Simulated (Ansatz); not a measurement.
# CH6NO: the cost of one run

Method: single points with forces in def2-TZVPP; program: Ansatz 0.2.0, Gaussian basis.

Levels: PBE-D4, r2SCAN-D4, PBE0-D4, wB97M-V, Hartree-Fock, MP2, CCSD, CCSD(T). Each coordinate is moved by a Gaussian draw of the width named (0.7 of it for atoms other than hydrogen): 0.04, 0.09, 0.06, 0.09 Å.

Cores are frozen in the correlated methods.

30 further runs of the same task are left out: 30 set aside as unsound or not needed.

## (1) Starting geometry

SMILES `[NH3+]CO`, 9 atoms, charge 1, spin multiplicity 1.

Atoms are counted from 1 here; the program's logs count them from 0.

Bond lengths: N1–C2 1.498 Å, N1–H4 1.027 Å, N1–H5 1.032 Å, N1–H6 1.032 Å, C2–O3 1.383 Å, C2–H7 1.100 Å, C2–H8 1.101 Å, O3–H9 0.964 Å. Angles: C2–N1–H4 112.9°, C2–N1–H5 108.3°, C2–N1–H6 108.3°, H4–N1–H5 110.1°, H4–N1–H6 110.1°, H5–N1–H6 106.8°, N1–C2–O3 103.5°, N1–C2–H7 108.7°, N1–C2–H8 108.7°, O3–C2–H7 112.9°, O3–C2–H8 112.9°, H7–C2–H8 109.8°, C2–O3–H9 112.7°.

Geometry (Å):

| atom | x (Å) | y (Å) | z (Å) |
| --- | --- | --- | --- |
| N1 | -0.5743 | 0.6289 | -0.5129 |
| C2 | 0.2055 | -0.5272 | 0.0346 |
| O3 | 0.8082 | -0.0042 | 1.1641 |
| H4 | -1.0823 | 0.3966 | -1.3748 |
| H5 | 0.0801 | 1.4079 | -0.6850 |
| H6 | -1.2343 | 0.9482 | 0.2131 |
| H7 | 0.9309 | -0.8545 | -0.7254 |
| H8 | -0.4924 | -1.3471 | 0.2626 |
| H9 | 1.3587 | -0.6487 | 1.6237 |

## (2) Finding the minimum

File relax/in.yaml:

```yaml
crystal:
  periodic: [false, false, false]
  atoms:
    - {symbol: N, position_ang: [-0.574310, 0.628870, -0.512850]}
    - {symbol: C, position_ang: [0.205480, -0.527160, 0.034620]}
    - {symbol: O, position_ang: [0.808170, -0.004160, 1.164140]}
    - {symbol: H, position_ang: [-1.082350, 0.396640, -1.374850]}
    - {symbol: H, position_ang: [0.080090, 1.407880, -0.685030]}
    - {symbol: H, position_ang: [-1.234300, 0.948200, 0.213080]}
    - {symbol: H, position_ang: [0.930890, -0.854530, -0.725380]}
    - {symbol: H, position_ang: [-0.492370, -1.347060, 0.262550]}
    - {symbol: H, position_ang: [1.358690, -0.648690, 1.623720]}
basis:
  gaussian: {orbitals: def2-TZVP}
total_charge: 1
hamiltonian: {xc: pbe0, dispersion: d4}
relax: {f_tol: 0.005, max_steps: 200}
```

Launch:

```console
$ ansatz run in.yaml --threads 2 --pin off --events-out ev --progress --plain --max-ram 4352MiB
```

**Question.** How long does this run take on 2 threads of Arm Neoverse V1, shared host, and how much memory does it need?

About 11 s, with a peak of 0.2 GiB.
